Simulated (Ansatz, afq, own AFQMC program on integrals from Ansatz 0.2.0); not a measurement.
## SiN, doublet in 6-31G along one coordinate

```csv
atom,x (Å),y (Å),z (Å)
Si,0.0000,0.0000,0.0000
N,0.0000,0.0000,1.5638
```

The Si1–N2 distance is changed with both sides rigid. Energies in kcal/mol count from this geometry (1.564 Å) at the same level; the start stands on ROHF, each point on the determinant named.

Basis 6-31G. Only valence electrons are correlated. Integrals, coupled cluster, full CI and functionals: Ansatz 0.2.0; the random walks run on the same integrals in our own AFQMC program. The CISD trial takes its coefficients from CCSD amplitudes. Released means that phaseless walkers are propagated on without the constraint, phases kept. ± is one standard error of the sampling.

Cautions, each for one point or more: (Q) is large, so the cluster series hasn't closed; (T) is large; CCSDTQ on the UHF determinant differs, by its state or its frozen core; a spin-contaminated unrestricted determinant lies lower; cluster runs in doubt by the program's own checks; strong correlation; the next higher spin lies close; the ph-AFQMC/CISD walk drifts between its halves; the search met a lower determinant of the same kind, perhaps of another symmetry, and this one is a saddle point; unrestricted determinant slightly spin contaminated; unrestricted determinant spin contaminated.

| r(Si1–N2) / Å | det. | T1 | weight | ⟨S²⟩ | r2SCAN | B2PLYP | CCSD(T) |
| --- | --- | --- | --- | --- | --- | --- | --- |
| 1.234 | UHF | 0.065 | 0.84 | 0.80 | 150.2 | 152.8 | 159.9 |
| 1.889 | ROHF | 0.080 | 0.76 | pure | 10.7§ | 14.3§ | 7.6 |
| 2.480 | ROHF† | 0.271 | 0.31 | pure | 51.7§ | 53.8§ | 34.2 |
| 3.464 | UHF† | 0.014 | 0.95 | 2.73 | 73.5§ | 70.3§ | 62.3 |
| 5.293 | UHF† | 0.005 | 0.96 | 2.75 | 77.2§ | 72.5§ | 63.1 |

Task: Estimate the curve of full CI, counted from the same start.

Result: 
```json
{"r(Si1–N2) / Å": "1.234", "det.": "UHF", "T1": "0.065", "weight": "0.84", "⟨S²⟩": "0.80", "FCI": "160.3", "ph-AFQMC/CISD": "159.2 ± 0.2", "CCSDT(Q)": "160.3"}
{"r(Si1–N2) / Å": "1.889", "det.": "ROHF", "T1": "0.080", "weight": "0.76", "⟨S²⟩": "pure", "FCI": "7.3", "ph-AFQMC/CISD": "9.2 ± 0.2", "CCSDT(Q)": "7.8"}
{"r(Si1–N2) / Å": "2.480", "det.": "ROHF†", "T1": "0.271", "weight": "0.31", "⟨S²⟩": "pure", "FCI": "45.6", "ph-AFQMC/CISD": "49.1 ± 0.2", "CCSDT(Q)": "40.2"}
{"r(Si1–N2) / Å": "3.464", "det.": "UHF†", "T1": "0.014", "weight": "0.95", "⟨S²⟩": "2.73", "FCI": "63.1", "ph-AFQMC/CISD": "61.5 ± 0.1", "CCSDT(Q)": "63.2"}
{"r(Si1–N2) / Å": "5.293", "det.": "UHF†", "T1": "0.005", "weight": "0.96", "⟨S²⟩": "2.75", "FCI": "64.7", "ph-AFQMC/CISD": "63.1 ± 0.1", "CCSDT(Q)": "64.7"}
```

Weight is that of the determinant in the CISD state; at the start T1 is 0.078 and the weight 0.79. A dagger marks points whose determinant fills other symmetries than the start's, so the wave-function levels may follow another state there, or a degenerate partner. § marks a functional whose ⟨S²⟩ is too high by over 0.1 (B2PLYP at the start too). Largest departures from full CI: CCSD(T) -11.4 kcal/mol at 2.480 (on ROHF), ph-AFQMC/CISD 3.5 kcal/mol at 2.480 (on ROHF), CCSDT(Q) -5.4 kcal/mol at 2.480 (on ROHF). The functionals aren't scored here. In this small basis the wave-function levels are far from their limit, so their gap to the functionals isn't the functionals' error. In total energy ph-AFQMC/CISD lies 71 ± 5 meV above full CI at the start, so its agreement along the curve rests in part on cancellation.

CCSDT and higher add their correlation energy to the determinant of the CCSD(T) run, since their own runs factorise the integrals more tightly (a shift of under 2 meV). A walk keeps the symmetry of its determinant, which the program's search chose and which needn't be the lowest solution, so a lower state of the same spin and another symmetry isn't excluded.
